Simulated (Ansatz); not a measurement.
The cluster B₃⁻, relaxed as a quintet with UKS PBE-D4/def2-TZVPD in Ansatz, starting from the PBE-D4/def2-TZVPD geometry of the charge -1 singlet. Force threshold 0.02 eV/Å.

The highest occupied level of the charge -1 quintet lies above zero (up to 1.31 eV). The electron is either unbound and held by the finite basis, or the level is raised by self-interaction error. At PBE-D4/def2-TZVPD a singlet of charge -1 lies 2.89 eV below the quintet, each at its own geometry. The structure comes from a short search, and lower isomers may exist.

Start:

```xyz
3

B     0.303    0.109    0.835
B    -0.069    0.705   -0.546
B    -0.234   -0.814   -0.289
```

Problem. Estimate the energy that the relaxation releases and the steps that it takes.

Solution. 0.56 eV, in 4 steps; 2.8 s on 4 threads of AMD EPYC 7R43 on a shared host. No frequencies were taken in this run, so the end may be a saddle point.

Problem. Does the start keep its bonding and symmetry?

Solution. By distances, no bond broke or formed. The bond that changes most is B2–B3, from 1.55 to 1.70 Å (atoms count from 1). Point group D3h at the start, D3h at the end, both within 0.05 Å.

Problem. Predict the relaxed structure.

Solution. 
```xyz
3

B     0.333    0.120    0.918
B    -0.076    0.776   -0.601
B    -0.257   -0.895   -0.317
```
Bond lengths: 3 × B–B 1.70 Å.
